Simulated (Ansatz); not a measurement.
Ag (fcc, Cu type): values from a third-order Birch-Murnaghan fit to a volume scan beside measured ones. Computed values: PBEsol (plane waves to 420 eV, PAW, scalar-relativistic; Ansatz, a quantum-chemistry and plane-wave program). Ag was relaxed with its symmetry unable to fall.

```tsv
quantity	reference	kind	PBEsol	difference
Lattice constant a (Å)	4.062	measured, corrected to the static lattice	4.054	-0.2 %
Bulk modulus B₀ (GPa)	110	measured, corrected to the static lattice	118	+7.5 %
```

For the lattice constant a it lies within 0.3 % of the reference. PBEsol overestimates the bulk modulus B₀ by 7.5 %.

References as given in: Daniel Mejia-Rodriguez, S. B. Trickey, Physical Review B (2018), arXiv:1807.09216; H. Levämäki, M. P. J. Punkkinen, K. Kokko et al., Physical Review B (2014), arXiv:1402.3671.

(A scan under strain: stresses follow from slopes of the energy per volume, elastic moduli from its curvatures.)
